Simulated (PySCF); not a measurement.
Compound: C3H5NO2.
SMILES with atom numbers: `[H]/[N:1]=[CH:2]/[CH2:3][O:4][CH:5]=[O:6]` (hydrogens: H7 on N1; H8 on C2; H9, H10 on C3; H11 on C5)

The same species was optimised twice, with GFN2-xTB and with PBE0-D3(BJ)/def2-SVP (PySCF), and the same property calculations (PySCF, gas phase) were run on both structures.

| coordinate | GFN2-xTB | PBE0-D3(BJ)/def2-SVP | change |
| --- | --- | --- | --- |
| N1=C2 (Å) | 1.251 | 1.265 | +0.014 |
| O4–C5 (Å) | 1.322 | 1.332 | +0.010 |
| C5=O6 (Å) | 1.195 | 1.197 | +0.002 |
| C3–O4 (Å) | 1.427 | 1.427 | 0.000 |
| C2–C3 (Å) | 1.500 | 1.500 | 0.000 |
| O4–C5–O6 (°) | 126.8 | 125.8 | -1.0 |
| C2–C3–O4 (°) | 111.9 | 111.1 | -0.8 |
| N1–C2–C3 (°) | 119.7 | 120.5 | +0.8 |
| C3–O4–C5 (°) | 117.1 | 117.0 | -0.1 |
| N1–C2–C3–O4 (°) | -146 | -133 | +13 |
| C2–C3–O4–C5 (°) | -88 | -88 | 0 |
| C3–O4–C5–O6 (°) | -1 | 1 | +2 |

Rotational constants: A = 10160, B = 2028, C = 1842 MHz (GFN2-xTB) against A = 10127, B = 2036, C = 1851 MHz (PBE0-D3(BJ)/def2-SVP). Point groups within 0.08 Å: C1 and C1.

On the GFN2-xTB structure: lowest singlet, TDDFT (eV) 5.14 [B3LYP/def2-SVPD]; lowest triplet, Tamm–Dancoff (eV) 4.33 [B3LYP/def2-SVPD]; isotropic polarisability (au) 52.3 [B3LYP/def2-SVPD]; HOMO (eV) -7.69 [B3LYP/def2-SVPD]; LUMO (eV) -0.96 [B3LYP/def2-SVPD]; dipole (D) 1.41 [B3LYP/def2-SVPD].

Question: What do these properties become on the PBE0-D3(BJ)/def2-SVP structure?

Answer: 
| property | level | on GFN2-xTB | on PBE0-D3(BJ)/def2-SVP | change |
| --- | --- | --- | --- | --- |
| lowest singlet, TDDFT (eV) | B3LYP/def2-SVPD | 5.14 | 5.22 | +0.08 |
| lowest triplet, Tamm–Dancoff (eV) | B3LYP/def2-SVPD | 4.33 | 4.38 | +0.05 |
| isotropic polarisability (au) | B3LYP/def2-SVPD | 52.3 | 52.6 | +0.3 |
| HOMO (eV) | B3LYP/def2-SVPD | -7.69 | -7.85 | -0.16 |
| LUMO (eV) | B3LYP/def2-SVPD | -0.96 | -1.06 | -0.10 |
| dipole (D) | B3LYP/def2-SVPD | 1.41 | 1.04 | -0.37 |
| energy, GFN2-xTB geometry as zero (kcal/mol) | B3LYP/def2-SVPD | 0.0 | -0.8 | -0.8 |

The heavy atoms differ by 0.062 Å rms after alignment. Among bonds between heavy atoms N1=C2 changes most (+0.014 Å). Changes are differences of the printed values. Neither structure is proved a minimum here.

Conformer computed: `[H]/[N:1]=[CH:2]/[CH2:3][O:4][CH:5]=[O:6]`: N1–C2–C3–O4 -133°, C2–C3–O4–C5 -88°, C3–O4–C5–O6 1°.
